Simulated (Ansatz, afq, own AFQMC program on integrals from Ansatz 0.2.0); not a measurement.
## Where AFQMC and coupled cluster stand for Ru, quintet

A free Ru atom.

Basis def2-TZVP with its core potentials. Noble-gas cores (and the filled d shells of Ga–Kr and In–Xe) are frozen. Ansatz 0.2.0 and our own AFQMC program on the same integrals; the CISD trial comes from CCSD amplitudes, and released means the phaseless constraint is let go. Free projection: walkers drawn from exp(T), propagated without any constraint. Its projection time is finite, and what remains of the start isn't in its error. Error bars are statistical, one sigma. No spin–orbit coupling. The metal's outer-core s and p shells are frozen, which shifts wave-function levels against functionals.

Determinant: UHF, the one that the program's search chose, which needn't be the lowest solution.

No full CI on the walks' own integrals is used here; CCSDT(Q) serves as the reference and is uncertain by about the last step of the cluster series.

Cautions: no spin-orbit coupling; outer-core shells of the metal frozen; the ph-AFQMC/CISD walk drifts between its halves (2.8 errors).

* T1 diagnostic: 0.0111
* weight of the determinant in the CISD state: 0.950
* ⟨S²⟩ of the determinant: 6.003
* size of the correlated space: 8 electrons in 36 orbitals

```csv
level,correlation energy (eV)
MP2,-3.6970
CCSD,-3.8656
CCSD(T),-3.9438
```

Question: Estimate where free-projection AFQMC lies against CCSD(T) on the same integrals.

Answer: 0.36 ± 0.03 kcal/mol below CCSD(T).

Reference: CCSDT(Q), correlation energy -3.958 eV. The released energy is read at 1.50 1/Eh (meV from the phaseless value at times in 1/Eh: -4.3 ± 1.4 at 0.24, -5.8 ± 1.2 at 0.50, -8.6 ± 1.6 at 1.00, -9.0 ± 1.9 at 1.50).

| level | E − E(reference) (kcal/mol) | share of correlation (%) |
| --- | --- | --- |
| CCSD(T) | 0.32 | 99.65 |
| CCSDT | 0.10 | 99.89 |
| ph-AFQMC/HF | 1.88 ± 0.30 | 97.94 |
| ph-AFQMC/CISD | 0.29 ± 0.02 | 99.69 |
| released AFQMC | 0.08 ± 0.04 | 99.91 |
| free AFQMC | -0.04 ± 0.03 | 100.04 |

Free projections are given only where their last times agree within the noise and don't stop above the reference; a slow remainder of the start can still hide under it. Released energies are given only where the last usable release times agree within the noise; a slower fall can still hide under it.
